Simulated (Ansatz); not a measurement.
A basis-limit estimate, worked out

An elementary step of CH$_{7}$OSi, doublet (CH₄O ([CH3][OH]) + SiH₃ → CH₃O ([CH2][OH]) + SiH₄; H–C broken or loosened, H–Si formed or tightened). “Start” and “end” are the PBE0-D4/def2-TZVP structures reached by relaxing down either side of its saddle point, with the molecules still in contact.

Program: Ansatz 0.2.0. Basis: def2-TZVPP and def2-QZVPP. Cores are frozen in the correlated methods; orbitals are unrestricted.

Energies in eV:

| quantity | end | start |
| --- | --- | --- |
| Hartree–Fock, triple zeta (X = 3) | -11040.38942 | -11040.49234 |
| Hartree–Fock, quadruple zeta (X = 4) | -11040.79644 | -11040.89475 |
| MP2 correlation, X = 3 | -14.63562 | -14.93009 |
| MP2 correlation, X = 4 | -15.71672 | -16.01101 |
| CCSD(T) correlation, X = 3 | -16.43854 | -16.64933 |

Problem. Work out the step energy at the basis limit: extrapolate Hartree–Fock as E(X) = E∞ + A exp(−7.88 √X) and the MP2 correlation as E(X) = E∞ + B X^−2.97 (the exponents that Neese and Valeev fitted for def2-TZVPP and QZVPP), then add CCSD(T) − MP2 in triple zeta.

Solution. Each step is linear, so take the differences first (end − start): Hartree–Fock 0.10292 (X = 3) and 0.09831 (X = 4); MP2 correlation 0.29447 and 0.29429; CCSD(T) correlation 0.21079.
Two points give E∞ = E(4) + w [E(4) − E(3)], with w = 1/(exp(7.88 (2 − √3)) − 1) = 0.1377 for Hartree–Fock and w = 1/((4/3)^2.97 − 1) = 0.7407 for the correlation.
Hartree–Fock: 0.09831 + 0.1377 × (-0.00461) = 0.0977 eV.
MP2 correlation: 0.29429 + 0.7407 × (-0.00018) = 0.2942 eV.
CCSD(T) − MP2: 0.21079 − 0.29447 = -0.0837 eV.
Sum: 0.0977 + 0.2942 + (-0.0837) = 0.3082 eV, or 7.11 kcal/mol. Plain CCSD(T) in triple zeta gives 0.3137 eV, so the larger basis shifts the result by -0.0055 eV.

T1 diagnostic: at most 0.017. ⟨S²⟩ of the unrestricted Hartree–Fock references: 0.75 to 0.78 (a pure state has 0.75).

Radical steps of this kind take place in plasma deposition and etching.

Labels in which every atom is bracketed show which atoms are joined, not bond orders.

For scale, one of the runs: CCSD(T)/def2-TZVPP, 202 basis functions, launched by `ansatz run in.yaml --threads 4 --pin off --events-out ev --progress --plain --max-ram 9574MiB`. Hardware: 4 CPU threads of an Arm Neoverse V2, shared host. Wall time 2.3 min; peak host memory 6.5 GiB.
